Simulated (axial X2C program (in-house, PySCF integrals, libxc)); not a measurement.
# Outer orbitals of CH⁺ at 1.140 Å, PBE0

All values were computed with an in-house relativistic program for diatomic molecules. Spin-free means the one-electron spin-free X2C Hamiltonian; two-component (2c) means X2C with spin–orbit coupling and atomic mean-field two-electron Coulomb and Gaunt terms, so the difference of the two also holds small scalar two-electron terms. Basis: C dyall-v3z [7s6p2d1f], H dyall-v3z [6s2p1d] (cores contracted in-house); Gaussian nuclei, density fitting, unrestricted open shells. Masses: C 12.000 u, H 1.008 u.

The distance is close to the 2c PBE0 minimum; the highest filled and lowest empty levels are listed.

Spin-free orbitals, state M_S = 0, Λ = 0 (closed shell) (Löwdin shares):

| symmetry | occupied | ε (eV) | atomic character |
| --- | --- | --- | --- |
| σα | yes | -28.96 | 54% C s, 32% H s, 8% H p |
| σα | yes | -19.84 | 66% C p, 20% C s, 12% H s |
| π-α | no | -14.46 | 92% C p, 6% H p |
| π+α | no | -14.46 | 92% C p, 6% H p |
| σα | no | -5.83 | 53% H s, 23% H p, 11% C p |
| σα | no | -2.48 | 38% H s, 22% C s, 22% C p |

One partner of each degenerate Kramers or spin pair is listed.

Spinors with spin–orbit coupling (state Ω = 0):

```csv
ω,occupied,ε (eV),atomic character,λ mixture
1/2,yes,-28.96,"54% C s, 32% H s, 8% H p",100% σ
1/2,yes,-19.84,"66% C p, 20% C s, 12% H s",100% σ
1/2,no,-14.46,"92% C p, 6% H p",100% π
3/2,no,-14.46,"92% C p, 6% H p",100% π
1/2,no,-5.83,"53% H s, 23% H p, 11% C p",100% σ
1/2,no,-2.48,"38% H s, 22% C p, 22% C s",100% σ
```

One partner of each degenerate Kramers or spin pair is listed.

Mulliken charges and populations of the two-component result (they depend on the basis, above all on diffuse functions):

C 0.74 e (s 3.91 p 1.33 d 0.02), H 0.26 e (s 0.71 p 0.02).

Occupations by symmetry block were frozen at the best pattern of an incomplete PBE0 search.
